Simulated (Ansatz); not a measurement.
**CH₃+ (singlet): the correlation ladder at scale of all distances = 1.315, cc-pVDZ**

An exercise on one series of results from a longer session: the logs are not shown, and one member is left open.

Computed with Ansatz 0.2.0, Gaussian basis. Level: cc-pVDZ, core rule «outside noble gas», up to 1 orbitals frozen.

Plan: UHF; CCSD(T) on RHF; BCCD(T) on RHF; CISD; CCSDT(Q) on RHF; CCSDTQ on RHF; CASSCF and MRCISD+Q, 2 electrons in 2 orbitals; CASSCF and NEVPT2, 2 electrons in 2 orbitals; CASSCF and MRCISD+Q, 6 electrons in 7 orbitals; CASSCF and NEVPT2, 6 electrons in 7 orbitals; Full CI.

13 further runs of the same task are left out: 1 for a mislabelled method, 9 that didn't finish, 3 set aside as unsound or not needed.

## The system

The geometry derives from a PBE0/def2-TZVP stationary point (not a proven minimum). All distances are scaled together.

4 atoms, charge 1, spin multiplicity 1.

Atoms are counted from 1 here; the program's logs count them from 0.

No contacts short enough for the rule that draws bonds.

Set-up of the first run:

The input, in.yaml:

```yaml
crystal:
  periodic: [false, false, false]
  atoms:
    - {symbol: C, position_ang: [0.000000, 0.000000, 0.000000]}
    - {symbol: H, position_ang: [1.437495, 0.018275, -0.000307]}
    - {symbol: H, position_ang: [-0.734575, 1.235764, -0.003685]}
    - {symbol: H, position_ang: [-0.702920, -1.254039, 0.003992]}
basis:
  gaussian: {orbitals: cc-pVDZ}
total_charge: 1
magnetization: {spin_polarized: true, initial_magnetization: 0}
hamiltonian: {xc: hf}
output: {orbitals: {seedname: orbitals}}
```

The run is started by

```sh
$ ansatz run in.yaml --threads 1 --pin off --events-out ev --progress --plain --max-ram 2393MiB
```

Among the steps run: UHF; CCSD(T) on RHF; BCCD(T) on RHF; CISD; CCSDT(Q) on RHF; CCSDTQ on RHF; CASSCF and MRCISD+Q, 2 electrons in 2 orbitals; CASSCF and NEVPT2, 2 electrons in 2 orbitals; CASSCF and MRCISD+Q, 6 electrons in 7 orbitals; CASSCF and NEVPT2, 6 electrons in 7 orbitals; Full CI.

One table of the session follows, with a row left open; its other results are not shown here.

| method | from FCI (kJ/mol) |
| --- | --- |
| RHF | +411.5 |
| RMP2 | +88.7 |
| CISD | +29.6 |
| RCCSD | +11.7 |
| RCCSD(T) | +2.6 |
| BCCD(T) | +2.5 |
| RCCSDT | +0.6 |
| RCCSDT(Q) | +0.1 |
| RCCSDTQ | 0.0 |
| CASSCF pair | +343.3 |
| NEVPT2 pair | ? |
| MRCISD pair | +20.8 |
| MRCISD+Q pair | -1.6 |
| CASSCF valence | +154.4 |
| NEVPT2 valence | +36.4 |
| MRCISD valence | +4.3 |
| MRCISD+Q valence | +0.6 |
| FCI | 0 |

Estimate the missing values for NEVPT2 pair.

The run gave: from FCI (kJ/mol): +79.6. In the column «from FCI (kJ/mol)» it lies between NEVPT2 valence (+36.4) and RMP2 (+88.7).

Limits of these values: MRCISD+Q pair falls below full CI: the +Q correction isn't variational, and the cores differ from full CI's.
